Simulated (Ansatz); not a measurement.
C2H6S, SMILES CCS (connectivity only; charge and spin as stated), charge +1, multiplicity 2.

Geometry: TPSSh-D3(BJ)/def2-TZVP. The geometry has at least one imaginary mode, so it is a saddle point at that level. The multiplicity is an assumed one; other spin states were not compared. The values are those of a single conformer.

Two levels are set side by side: PBE/def2-SVPD (Ansatz, a quantum-chemistry and plane-wave program) and CAM-B3LYP/def2-SVPD (Ansatz). Energy differences of separate SCF runs at the same geometry; the states with an electron removed or added have multiplicity 1 and 1. Differences are taken from unrounded values.

```csv
quantity,CAM-B3LYP,PBE,PBE minus CAM-B3LYP
vertical ionisation energy (eV),17.98,17.23,-0.76
vertical electron affinity (eV),9.13,8.97,-0.17
```
